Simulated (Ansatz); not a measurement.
Rutile TiO₂ was calculated with RPBE (Ansatz, an electronic-structure program, plane waves, PAW).

Excerpt of the program's output:

```
Crystal: 6 atoms, lattice volume = 65.480 Å³
Basis set: ecut = 520 eV, 1803 PW (Γ), exchange–correlation on 72×72×48 points (8 copies of the dense FFT grid, shifted against one another)
Bands: 30, of which v1, the nominal top of the filled ones, is band 24 counted from 1 (23 counted from 0)
Symmetry: 16 space group operations
Space group: P42/mnm (ITA 136), of the structure as read, at distance tolerance 4.0e-5 Å
k-points: 105 of 768
Functional: x = rpbe, c = pbe(β = 0.06672455060314922)
SCF iter   1: F=—  HF=-7292.889819 eV  |F-HF|=—  |Δ(HF+E_count)|=         —  Δρ=4.03e-3  dr2=7.86e-3
SCF iter   2: F=—  HF=-7292.890543 eV  |F-HF|=—  |Δ(HF+E_count)|=   7.24e-4  Δρ=2.35e-3  dr2=2.19e-3
  ...
SCF iter   8: F=—  HF=-7292.891393 eV  |F-HF|=—  |Δ(HF+E_count)|=   5.04e-8  Δρ=1.39e-6  dr2=1.27e-9
SCF iter   9: F=-7292.891393 eV  HF=-7292.891393 eV  |F-HF|=6.00e-11  |Δ(HF+E_count)|=   1.78e-9  Δρ=2.54e-7  dr2=2.55e-11
SCF 1 converged in 9 iterations: F = -7292.891393 eV  dr2 = 2.55e-11
SCF converged after 9 iterations
Free energy (F): -7292.891393 eV
Internal energy: -7292.891393 eV  (E = F + TS)
E sigma→0 (E₀):  -7292.891393 eV
Fermi energy:    9.468315 eV
--- Forces (eV/Å), atoms counted from 1 ---
  atom   1  Ti     0.00000000    -0.00000000     0.00000000
  atom   2  Ti    -0.00000000    -0.00000000    -0.00000000
  atom   3  O     -0.00069494    -0.00069494    -0.00000000
  atom   4  O     -0.00069494     0.00069494    -0.00000000
  atom   5  O      0.00069494    -0.00069494     0.00000000
  atom   6  O      0.00069494     0.00069494     0.00000000
--- Stress (GPa, compression-positive) ---
        0.007567       0.000000       0.000000
        0.000000       0.007567       0.000000
        0.000000       0.000000      -0.009625
  P = ⅓ Tr σ = 0.0018 GPa (0.018 kbar)
```

Task: Write an input file that could have produced this run (the log leaves some choices open).

Result: This is not unique; one that fits is 
Ansatz 0.2 input:
```yaml
crystal:
  lattice:
    - [4.6876404363, 0.0, 0.0]
    - [0.0, 4.6876404363, 0.0]
    - [0.0, 0.0, 2.9798717611]
  atoms:
    - { symbol: Ti, position: [0.0, 0.0, 0.0] }
    - { symbol: Ti, position: [0.5, 0.5, 0.5] }
    - { symbol: O, position: [0.3059407929, 0.3059407929, 0.0] }
    - { symbol: O, position: [0.8059407929, 0.1940592071, 0.5] }
    - { symbol: O, position: [0.1940592071, 0.8059407929, 0.5] }
    - { symbol: O, position: [0.6940592071, 0.6940592071, 0.0] }
basis:
  ecutwfc: 520
  ecutrho_ratio: 4
  xc_grid: 2
kpoints:
  mp_grid: { grid: [8, 8, 12] }
  band_path:
    path:
      - [0.0, 0.0, 0.0]
      - [0.0, 0.083333, 0.0]
      - [0.0, 0.166667, 0.0]
      - [0.0, 0.25, 0.0]
      - [0.0, 0.333333, 0.0]
      - [0.0, 0.416667, 0.0]
      - [0.0, 0.5, 0.0]
      - [0.083333, 0.5, 0.0]
      - [0.166667, 0.5, 0.0]
      - [0.25, 0.5, 0.0]
      - [0.333333, 0.5, 0.0]
      - [0.416667, 0.5, 0.0]
      - [0.5, 0.5, 0.0]
      - [0.444444, 0.444444, 0.0]
      - [0.388889, 0.388889, 0.0]
      - [0.333333, 0.333333, 0.0]
      - [0.277778, 0.277778, 0.0]
      - [0.222222, 0.222222, 0.0]
      - [0.166667, 0.166667, 0.0]
      - [0.111111, 0.111111, 0.0]
      - [0.055556, 0.055556, 0.0]
      - [0.0, 0.0, 0.05]
      - [0.0, 0.0, 0.1]
      - [0.0, 0.0, 0.15]
      - [0.0, 0.0, 0.2]
      - [0.0, 0.0, 0.25]
      - [0.0, 0.0, 0.3]
      - [0.0, 0.0, 0.35]
      - [0.0, 0.0, 0.4]
      - [0.0, 0.0, 0.45]
      - [0.0, 0.0, 0.5]
      - [0.0, 0.083333, 0.5]
      - [0.0, 0.166667, 0.5]
      - [0.0, 0.25, 0.5]
      - [0.0, 0.333333, 0.5]
      - [0.0, 0.416667, 0.5]
      - [0.0, 0.5, 0.5]
      - [0.083333, 0.5, 0.5]
      - [0.166667, 0.5, 0.5]
      - [0.25, 0.5, 0.5]
      - [0.333333, 0.5, 0.5]
      - [0.416667, 0.5, 0.5]
      - [0.5, 0.5, 0.5]
      - [0.444444, 0.444444, 0.5]
      - [0.388889, 0.388889, 0.5]
      - [0.333333, 0.333333, 0.5]
      - [0.277778, 0.277778, 0.5]
      - [0.222222, 0.222222, 0.5]
      - [0.166667, 0.166667, 0.5]
      - [0.111111, 0.111111, 0.5]
      - [0.055556, 0.055556, 0.5]
      - [0.0, 0.5, 0.05]
      - [0.0, 0.5, 0.1]
      - [0.0, 0.5, 0.15]
      - [0.0, 0.5, 0.2]
      - [0.0, 0.5, 0.25]
      - [0.0, 0.5, 0.3]
      - [0.0, 0.5, 0.35]
      - [0.0, 0.5, 0.4]
      - [0.0, 0.5, 0.45]
      - [0.5, 0.5, 0.05]
      - [0.5, 0.5, 0.1]
      - [0.5, 0.5, 0.15]
      - [0.5, 0.5, 0.2]
      - [0.5, 0.5, 0.25]
      - [0.5, 0.5, 0.3]
      - [0.5, 0.5, 0.35]
      - [0.5, 0.5, 0.4]
      - [0.5, 0.5, 0.45]
    npoints: 1
hamiltonian:
  xc: rpbe
  dispersion: none
  pseudopotentials: { kind: paw }
scf:
  occupations: { method: fermi_dirac, width: 0.01 }
  convergence: { dr2_threshold: 0.0000000006 }
output:
  forces: true
  stress: true
  eigenvalues: true
  write_bands: true
```

The PAW data were made under PBE.

The result took around 19 core-seconds (rough).
